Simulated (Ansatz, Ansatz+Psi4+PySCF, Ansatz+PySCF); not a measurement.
| atom | x (Å) | y (Å) | z (Å) |
| --- | --- | --- | --- |
| C | 0.0144 | 0.0000 | -0.9057 |
| C | -0.2534 | 0.0000 | 0.5246 |
| Cl | 1.3345 | 0.0000 | 1.4722 |
| H | 0.2060 | 0.9290 | -1.4272 |
| H | 0.2060 | -0.9290 | -1.4272 |
| H | -0.7537 | 0.8960 | 0.8816 |
| H | -0.7537 | -0.8960 | 0.8816 |

Basis set: cc-pVTZ on H, C; cc-pV(T+d)Z on Cl (spherical functions). Left uncorrelated: 7 orbitals. Correlation on ROHF uses semicanonical orbitals with singles. Charge 0, multiplicity 2.

Computed with Ansatz (development build ahead of 0.2.0); each method stands on the lowest determinant of its kind that the runs found.

The atomization energy at this shape (free ground-state atoms in the same class of orbitals less the molecule, no zero-point energy) of doublet C₂H₄Cl:

| method | atomization energy |
| --- | --- |
| ROHF-CCSD(T) | 24.62 eV |

(1) What does ROHF-MP2 give?

Results:

(1) 24.88 eV.
